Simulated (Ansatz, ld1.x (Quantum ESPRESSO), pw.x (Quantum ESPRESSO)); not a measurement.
What a changed setting does to a pw.x run (fcc Al)

Potential: norm-conserving Troullier–Martins (Kleinman–Bylander form), ld1.x (Quantum ESPRESSO) 7.5, LDA (PW92); core [Ne], reference 3s2 3p1; waves: 3s (bound): rc 1.95 bohr; 3p (bound): rc 2.55 bohr; 3d channel at -0.1 Ry: rc 2.15 bohr; local part: all-electron potential smoothed inside 1.50 bohr (lloc = -2); core correction: a·sin(br)/r model core inside 1.70 bohr.

The reference run (k-mesh 14³, cutoffs 50/200 Ry, Fermi–Dirac 0.01 Ry, mixing_beta 0.4, conv_thr 1e-9, no spin) gives -1.15 GPa at 15.842 Å³/atom, where all-electron LAPW gives -0.23 GPa. This run, with its own iteration cap, changes conv_thr to 1e-12.

```
&control
  calculation='scf', prefix='x', pseudo_dir='./', outdir='./tmp', tstress=.true., disk_io='none'
/
&system
  ibrav=0, nat=1, ntyp=1, ecutwfc=50, ecutrho=200, nbnd=8,
  occupations='smearing', smearing='fd', degauss=0.01
/
&electrons
  conv_thr=1e-12, mixing_beta=0.4, electron_maxstep=50
/
ATOMIC_SPECIES
Al 1.0 Al.UPF
CELL_PARAMETERS angstrom
  0.00000000 1.99339488 1.99339488
  1.99339488 0.00000000 1.99339488
  1.99339488 1.99339488 0.00000000
ATOMIC_POSITIONS crystal
Al 0.0000 0.0000 0.0000
K_POINTS automatic
14 14 14 0 0 0
```

```bash
pw.x < Al.scf.in > Al.scf.out
```

**Question.** How does the run end?

**Answer.** It converges in 8 iterations; the free energy moves by +0.0 meV/atom and the pressure by +0.00 GPa. The result is that of the reference run.

```
Message from routine setup:
     using ibrav=0 with symmetry is DISCOURAGED, use correct ibrav instead
     lattice parameter (alat)  =       5.3273  a.u.
     unit-cell volume          =     106.9071 (a.u.)^3
     number of electrons       =         3.00
     number of Kohn-Sham states=            8
     kinetic-energy cutoff     =      50.0000  Ry
     charge density cutoff     =     200.0000  Ry
     scf convergence threshold =      1.0E-12
     Exchange-correlation= PW
     number of k points=   104  Fermi-Dirac smearing, width (Ry)=  0.0100
     iteration #  1     ecut=    50.00 Ry     beta= 0.40
     total energy              =      -4.44156511 Ry
     estimated scf accuracy    <       0.00611354 Ry
     iteration #  2     ecut=    50.00 Ry     beta= 0.40
     total energy              =      -4.44088292 Ry
     estimated scf accuracy    <       0.00199647 Ry
     iteration #  3     ecut=    50.00 Ry     beta= 0.40
     total energy              =      -4.44093232 Ry
     estimated scf accuracy    <       0.00000278 Ry
     [... 2 iterations left out ...]
     iteration #  6     ecut=    50.00 Ry     beta= 0.40
     total energy              =      -4.44093282 Ry
     estimated scf accuracy    <          7.6E-11 Ry
     iteration #  7     ecut=    50.00 Ry     beta= 0.40
     total energy              =      -4.44093282 Ry
     estimated scf accuracy    <          2.0E-12 Ry
     iteration #  8     ecut=    50.00 Ry     beta= 0.40
     the Fermi energy is     8.1184 ev
!    total energy              =      -4.44093282 Ry
     estimated scf accuracy    <          2.4E-14 Ry
     smearing contrib. (-TS)   =      -0.00201837 Ry
     The total energy is F=E-TS. E is the sum of the following terms:
     one-electron contribution =       2.95886270 Ry
     hartree contribution      =       0.00797946 Ry
     xc contribution           =      -1.92870810 Ry
     ewald contribution        =      -5.47704851 Ry
     convergence has been achieved in   8 iterations
          total   stress  (Ry/bohr**3)                   (kbar)     P=      -11.54
     Message from routine punch:
     Nothing written, as per user request (disk_io='none')
```

The run took about 7.5 s on one core of a shared host (Intel(R) Xeon(R) Platinum 8375C CPU @ 2.90GHz, 96 threads, 744 GiB, load 54).
